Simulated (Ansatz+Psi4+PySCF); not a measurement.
Results of a calculation; reference values are marked as such.
Input for Psi4 1.11:

```
molecule {
0 1
Si 0.000000 0.000000 0.673020
O 0.000000 0.000000 -1.177780
}

basis {
assign O cc-pVTZ
assign Si cc-pV(T+d)Z
}
set reference rhf
set scf_type pk
energy('scf')
```

The input is written out from the run's settings.

The run gave:

- Converged: yes
- Total energy: -363.74198 hartree
- Spin squared of the determinant: 0.000
- Occupied orbitals by symmetry in an Abelian subgroup (alpha; beta): 7 A1 2 B1 2 B2; 7 A1 2 B1 2 B2

Caution: stretched shape with no unrestricted run beside it, a lower state can exist; unrestricted orbitals would lower the determinant.
